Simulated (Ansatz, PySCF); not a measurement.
## How well does each level of theory give the equilibrium lattice constant a of rock-salt LiCl?

Reference value: 5.07 Å (measured, static lattice: zero-point anharmonic expansion removed, our sources range from 5.056 to 5.072; as tabulated in Mejia-Rodriguez and Trickey (2018), arXiv:1807.09216).

```csv
level (code),value (Å)
PBE (Ansatz),5.150
PBE-D4 (Ansatz),5.087
PBE0 (Ansatz),5.110
CCSD(T) (PySCF),(withheld)
```

Task: Some entries are withheld; supply them.

Result: 
- CCSD(T) (PySCF), value (Å): 5.061 ± 0.03

Errors against the reference: PBE +1.58 %, PBE-D4 +0.34 %, PBE0 +0.79 %, CCSD(T) -0.18 %.

Once the reference is moved by up to 0.28 % (a margin picked here for doubts on the reference and the settings) and values within 0.10 % count as equal, the nearest can be CCSD(T) (-0.18 %) or PBE-D4 (+0.34 %). Farthest off among them: PBE (+1.58 %). Within 2 %: PBE, PBE-D4, PBE0, CCSD(T).

A ± on a computed value is a rough bar: the spread of its extrapolation, a floor set from checks against published values, or a statistical error. Cutoffs and k meshes differ between the levels. Ansatz's density-functional and Hartree–Fock values are scalar-relativistic unless marked +SOC, with PAW data made under PBE.

Differences are worked out from the printed values.

Ansatz is a first-principles code.
